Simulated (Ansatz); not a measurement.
Chalcopyrite ZnGeP2, treated with revPBE (Ansatz, a quantum-chemistry and plane-wave program, plane waves, PAW).

Numerical settings: plane-wave cutoff 520 eV, 10×10×10 k mesh, Fermi–Dirac smearing 0.01 eV, scalar-relativistic PAW data made under PBE.

Cell (relaxed at this level):

```cif
data_Ge4P8Zn4
_chemical_formula_sum 'Zn4 Ge4 P8'
_space_group_name_H-M_alt 'I-42d'
_space_group_IT_number 122
_space_group_name_Hall 'I -4 2bw'
_cell_length_a 5.53930
_cell_length_b 5.53930
_cell_length_c 10.91078
_cell_angle_alpha 90.000
_cell_angle_beta 90.000
_cell_angle_gamma 90.000
loop_
_atom_site_label
_atom_site_type_symbol
_atom_site_symmetry_multiplicity
_atom_site_Wyckoff_symbol
_atom_site_fract_x
_atom_site_fract_y
_atom_site_fract_z
_atom_site_occupancy
Zn1 Zn 4 a 0.00000 0.00000 0.00000 1
Ge1 Ge 4 b 0.00000 0.00000 0.50000 1
P1 P 8 d 0.25442 0.25000 0.12500 1
```
(The calculation used a cell of 8 atoms; values per cell refer to that cell.)

Problem. Predict the bulk modulus, band gap and pressure derivative B′ of the bulk modulus.

Solution. 
- bulk modulus = 69.6 GPa
- band gap = 1.12 eV (direct)
- pressure derivative B′ of the bulk modulus = 4.6

Measured, for comparison: band gap 2.05 eV (temperature not stated, no zero-point or thermal correction, pseudodirect, our sources range from 1.80 to 2.20; as tabulated in Rashkeev et al. (1999), arXiv:cond-mat/9809378); bulk modulus 79 GPa (room temperature, no zero-point or thermal correction; as tabulated in Isothermal phase behavior of Ag3SbS3, ZnGeP2, and ZnS (abstract)). Computed (rounded) less measured: bulk modulus -12 %.

Note: the bulk modulus comes from volumes at which shape and atoms were relaxed.

Spin–orbit coupling is not included.

Static lattice: no zero-point or thermal effects.

It cost very roughly 40 core-minutes of CPU time.
